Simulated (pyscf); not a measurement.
A first-order saddle from PySCF, ωB97X-D3(BJ)/def2-SVP:

```
B
O 1 1.2635
O 1 1.2635 2 147.75
H 3 1.3030 1 85.35 2 -0.02
H 4 1.0285 3 153.78 1 0.00
H 5 1.0278 4 93.97 3 -0.01
```
Charge 0, spin multiplicity 1.

Surface: singlet, charge 0. Lowest wavenumbers (cm⁻¹): 1977i, 567, 641, 1096, 1110.

Question: Which two sides does it connect, and which bonds change?

Answer: O=B–OH + H₂ ⇌ O=B–OH + H₂, a concerted two-bond exchange read from left to right: H–O, H–H broken and H–O, H–H formed. At ωB97M-D3(BJ)/def2-TZVP it lies +202.7 kJ/mol from the left side and +202.7 kJ/mol from the right (each side as separated species at their lowest minima found). The same reactants have a lower exit, to HO–BH–OH (barrier +143.8 kJ/mol at ωB97M-D3(BJ)/def2-TZVP, against +202.7 kJ/mol here). This is the saddle that the search found; another between the same sides may lie lower.
